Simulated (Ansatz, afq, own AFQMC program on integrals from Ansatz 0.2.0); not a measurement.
**CH₂, triplet in cc-pVDZ, levels against full CI**

```xyz
3

C     0.0000   -0.0774    0.0428
H     0.0000    0.5849   -1.5489
H     0.0000    0.3371    1.0390
```

Basis cc-pVDZ. Only valence electrons are correlated. AFQMC by an in-house program on the Cholesky factors that Ansatz 0.2.0 writes for its CCSD(T) run. ph-AFQMC/CISD is guided by a CISD state made of CCSD amplitudes; releasing the constraint for a short imaginary time cuts its bias at the price of noise, slowly where states lie close. Error bars are statistical, one sigma.

Determinant: UHF, the one that the program's search chose, which needn't be the lowest solution. The geometry is a point of a scan.

Full CI on the same integrals is exact in this basis and with this determinant's frozen core.

Cautions: lower spins were not checked; strong correlation (T1 0.087, weight of the determinant 0.82, largest double 0.12); unrestricted determinant spin contaminated (⟨S²⟩ 2.34 against 2.00).

The T1 diagnostic is 0.0875, the weight of the determinant in the CISD state is 0.820 and the ⟨S²⟩ of the determinant is 2.342. The size of the correlated space is 6 electrons in 23 orbitals.

Reference: full CI, correlation energy -3.461 eV. The released energy is read at 1.50 1/Eh (meV from the phaseless value at times in 1/Eh: -2 ± 7 at 0.24, -11 ± 8 at 0.50, -7 ± 6 at 1.00, -12 ± 6 at 1.50). The cautions show a poor starting determinant, so the rows tell how each method copes with it here, and full CI is the sure value.

| level | E − E(reference) (kJ/mol) | share of correlation (%) |
| --- | --- | --- |
| HF | 333.9 | 0.00 |
| MP2 | 113.9 | 65.90 |
| CCSD | 13.4 | 95.98 |
| CCSD(T) | 4.1 | 98.76 |
| CCSDT | 0.6 | 99.83 |
| CCSDT(Q) | 0.1 | 99.96 |
| ph-AFQMC/CISD | 1.6 ± 0.6 | 99.52 |
| released AFQMC | 0.4 ± 0.6 | 99.87 |

CCSDT and higher add their correlation energy to the determinant of the CCSD(T) run, since their own runs factorise the integrals more tightly (a shift of under 2 meV). A walk keeps the symmetry of its determinant, which the program's search chose and which needn't be the lowest solution, so a lower state of the same spin and another symmetry isn't excluded. Released energies are given only where the last usable release times agree within the noise; a slower fall can still hide under it.
